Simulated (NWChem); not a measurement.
System: ethylene (C2H4); SMILES C=C

Results from NWChem. Pople sets run with spherical d functions. The level has its own optimisation; frequencies are unscaled.

Task: Predict the results for Hartree-Fock/6-31G*. Quantities: r C–C (Å); r C–H (Å); highest harmonic frequency (cm⁻¹); lowest (cm⁻¹); zero-point energy (kcal/mol).

Result: 
```
Quantity                           Result
---------------------------------  ------
r C–C (Å)                           1.317
r C–H (Å)                           1.076
highest harmonic frequency (cm⁻¹)    3420
lowest (cm⁻¹)                         897
zero-point energy (kcal/mol)         34.3
```
